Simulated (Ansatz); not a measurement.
**Active spaces for CH6Si, singlet**

Computed with Ansatz's Gaussian-basis code (development build). Basis cc-pVDZ on C/H, cc-pV(D+d)Z on Si, nonrelativistic, 6 orbitals frozen in the corrections. State-specific CASSCF; RHF is the lowest restricted (open-shell) Hartree–Fock solution met. Letters tell apart solutions met in one space. No symmetry is imposed, so a solution can break that of the shape. No proof that the lowest CASSCF solution was found.

Geometry:

| atom | x (Å) | y (Å) | z (Å) |
| --- | --- | --- | --- |
| C | 0.0000 | 0.0000 | -1.2445 |
| Si | 0.0000 | 0.0000 | 0.6357 |
| H | 0.0000 | -1.0198 | -1.6364 |
| H | -0.8831 | 0.5099 | -1.6364 |
| H | 0.8831 | 0.5099 | -1.6364 |
| H | 0.0000 | 1.3912 | 1.1587 |
| H | -1.2048 | -0.6956 | 1.1587 |
| H | 1.2048 | -0.6956 | 1.1587 |

CASSCF less RHF, in eV, and natural occupations:

```
    CAS  CASSCF  occupations
(2,2) a  -0.411   1.98, 0.02
(2,2) b  -0.335   1.98, 0.02
```

Task: What totals less RHF do the corrections give on each solution?

Result: 

```tsv
CAS	SC-NEVPT2
(2,2) a	-7.006
(2,2) b	-6.969
```

Task: In CAS(2,2), is the solution lowest in CASSCF also lowest after SC-NEVPT2?

Result: Yes: (2,2) a stays lowest, 0.04 eV under the next.

Task: How do single-reference totals in the same basis and frozen core stand against SC-NEVPT2 in CAS(2,2) a?

Result: CCSD(T) -1.400 eV. Coupled cluster stands on the determinant that it favours, which can lie over the RHF solution above, and is in doubt where the occupations are far from 0, 1 and 2.

Task: Roughly how much CPU time does a whole run from the default start take (median of such runs, summed over threads; nearly all runs on one pinned thread of a shared server, mostly Xeon at 2.3 to 2.6 GHz, by a development driver)?

Result: CAS(2,2) a: about 3.1 s. Other jobs ran beside these, and the count of passes differs.
